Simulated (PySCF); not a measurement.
Gas-phase reaction: 2 SiF2 + 2 CH3 = vinylsilane + SiF4

Computed with PySCF and rigid-rotor harmonic-oscillator thermochemistry at 1 bar. † marks an energy on the PBE0/def2-TZVP geometry and frequencies; other levels use their own. MP2 and CCSD(T) freeze the core. 6-31G* has spherical d functions here. Open shells (unrestricted): CH3 (multiplicity 2); the rest are closed-shell singlets. B3LYP is the form with VWN-RPA correlation. MP2 isn't extrapolated to the basis-set limit; its ΔH°(298 K) is -553.8 kJ in def2-SVP and -574.7 kJ in def2-TZVPP. CCSD(T) isn't extrapolated to the basis-set limit; its ΔH°(298 K) is -521.5 kJ in def2-SVP and -544.5 kJ in def2-TZVPP. The harmonic model lacks anharmonicity and excited electronic states, which grow with temperature; levels with a mode under 35 cm⁻¹ are left out. Internal rotation in vinylsilane is treated as a harmonic vibration of one conformer, which makes the entropy rough.

```tsv
level	ΔE electronic, kJ	ΔH°(298 K), kJ	ΔS°(298 K), J/K	ΔG°(800 K), kJ
B3LYP/6-31G*	-520	-505	-335	-236
CCSD(T)/def2-SVP†	-536	-521	-333	-255
M06-2X/def2-TZVP†	-566	-551	-333	-285
MP2/def2-TZVPP†	-589	-575	-333	-308
PBE/def2-TZVP†	-524	-509	-333	-243
ωB97M-V/def2-TZVP†	-539	-525	-333	-258
ωB97X-V/def2-TZVP†	-570	-555	-333	-289
```
ΔH° is lowest at MP2/def2-TZVPP† and highest at B3LYP/6-31G*. No reference value is set beside these.
